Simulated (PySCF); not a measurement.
**Phosphorus: a sound run and one with changed settings**

Sound run: P [Ne] 3s2 3p3, P⁺ [Ne] 3s2 3p2. Calculation: PySCF 2.14, in 6-31G* (4s3p1d, 18 functions); no relativity, point nucleus. In the sound run the correlated levels freeze [Ne]. The sound run starts from symmetry-adapted Hartree-Fock orbitals and uses a fine grid where one is needed.

Changed run: a valence shell is frozen. This setting is unsound on purpose.

```tsv
species	method	sound run (hartree)	changed run (hartree)	converged
P	MP2	-340.74501	-340.70054	yes
P	CCSD(T)	-340.76189	-340.70424	yes
P⁺	MP2	-340.37069	-340.32806	yes
P⁺	CCSD(T)	-340.39067	-340.32980	yes
```

Ionisation energy of P:

| method | sound run (eV) | changed run (eV) |
| --- | --- | --- |
| UHF | 9.941 | 9.941 |
| MP2 | 10.186 | 10.136 |
| SCS-MP2 | 10.070 | 10.006 |
| CCSD | 10.098 | 10.188 |
| CCSD(T) | 10.101 | 10.189 |

Freezing a valence shell removes pair correlation that changes on ionisation.

For comparison, NIST gives 10.487 eV between the lowest levels.
